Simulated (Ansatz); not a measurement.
# AlClH2O: the cost of one run

Method: PBE0-D4/def2-SVP; program: Ansatz 0.2.0, Gaussian basis.

16 further runs of the same task are left out: 16 set aside as unsound or not needed.

## Step 1: The system as given

The first end: 5 atoms, charge 0, spin multiplicity 1.

Atoms are counted from 1 here; the program's logs count them from 0.

Bond lengths: Al1–Cl2 2.096 Å, Al1–H3 1.563 Å, Al1–O4 1.684 Å, O4–H5 0.956 Å. Angles: Cl2–Al1–H3 120.9°, Cl2–Al1–O4 119.8°, H3–Al1–O4 119.3°, Al1–O4–H5 124.3°.

As a file:

```
atom     x (Å)     y (Å)     z (Å)
 Al1   0.44407  -0.19578  -0.05268
 Cl2  -0.35512  -1.55432  -1.43412
  H3   1.96270  -0.22764   0.31738
  O4  -0.55772   0.94738   0.67147
  H5  -1.49403   1.03026   0.49785
```

The second end:

```
atom    x (Å)    y (Å)    z (Å)
 Al1  -0.2430   0.3149   0.2087
 Cl2   1.8802  -2.4245  -1.6053
  H3   1.1763  -1.5154  -1.0036
  O4  -1.1396   1.4837   0.9854
  H5  -1.6740   2.1411   1.4147
```

## Step 2: The band at PBE0-D4/def2-SVP

neb/in.yaml

```yaml
crystal:
  periodic: [false, false, false]
  atoms:
    - {symbol: Al, position_ang: [0.444069, -0.195779, -0.052679]}
    - {symbol: Cl, position_ang: [-0.355116, -1.554318, -1.434124]}
    - {symbol: H, position_ang: [1.962695, -0.227645, 0.317384]}
    - {symbol: O, position_ang: [-0.557717, 0.947383, 0.671468]}
    - {symbol: H, position_ang: [-1.494032, 1.030260, 0.497851]}
basis:
  gaussian: {orbitals: def2-SVP}
hamiltonian: {xc: pbe0, dispersion: d4}
neb:
  images: 5
  climbing: true
  max_iterations: 40
  initial_path: idpp
  final_atoms:
    - {symbol: Al, position_ang: [-0.243050, 0.314885, 0.208725]}
    - {symbol: Cl, position_ang: [1.880194, -2.424451, -1.605289]}
    - {symbol: H, position_ang: [1.176290, -1.515370, -1.003627]}
    - {symbol: O, position_ang: [-1.139552, 1.483722, 0.985437]}
    - {symbol: H, position_ang: [-1.673982, 2.141114, 1.414654]}
```

Started as:

```bash
$ ansatz run in.yaml --threads 2 --pin off --events-out ev --progress --plain --max-ram 4352MiB
```

**Question.** How long does this run take on 2 threads of Arm Neoverse V2, shared host?

About 82 s.
